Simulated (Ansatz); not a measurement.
Ideal-gas functions of CH$_{4}$OSi (`CO[SiH]`) at 400 K and 1 bar, from an Ansatz frequency run at PBE0-D4/def2-TZVP.

Molar mass 60.13 g/mol, point group Cs (symmetry number 1), electronic degeneracy 1, moments of inertia 10.238, 85.061, 92.129 u Å². Harmonic wavenumbers (cm⁻¹, unscaled): 147, 306, 364, 760, 889, 1149, 1180, 1197, 1467, 1488, 1494, 1909, 3027, 3108, 3120.

Use S(trans) = R[1.5 ln M + 2.5 ln T − 1.1517]; rotational temperatures θ = 24.2544 K / I; S(rot) = R[ln(√π/σ · √(T³/θAθBθC)) + 1.5]; for each mode x = 1.438777 ν̃/T, S = R[x/(eˣ − 1) − ln(1 − e⁻ˣ)] and H = RT x/(eˣ − 1); 1 cm⁻¹ = 0.0119627 kJ/mol; R = 8.31446 J/(mol·K).

Q: By hand: the entropy, in J/(mol·K).

A: Translation 166.1. Rotation: θ = 2.3691, 0.2851, 0.2633 K, giving 99.1. Vibration, mode by mode: 13.71, 7.92, 6.64, 2.14, 1.48, 0.69, 0.63, 0.60, 0.27, 0.25, 0.25, 0.07, 0.00, 0.00, 0.00, in all 34.7. Electronic 0.0. Sum 299.9 J/(mol·K).

Q: By hand: H − E and G − E in kJ/mol, counted from the electronic energy.

A: Zero-point energy ½ × 21605 × 0.0119627 = 129.2; thermal vibration 8.0; translation, rotation and pV give 4 RT = 13.3. H − E = 150.5 kJ/mol, and G − E = 150.5 − 400 × 299.9/1000 = 30.5 kJ/mol.

Vibration gives 12 % of the entropy, 13.7 J/(mol·K) of it from the mode under 150 cm⁻¹: soft modes count most, and the harmonic formula is weakest for them.
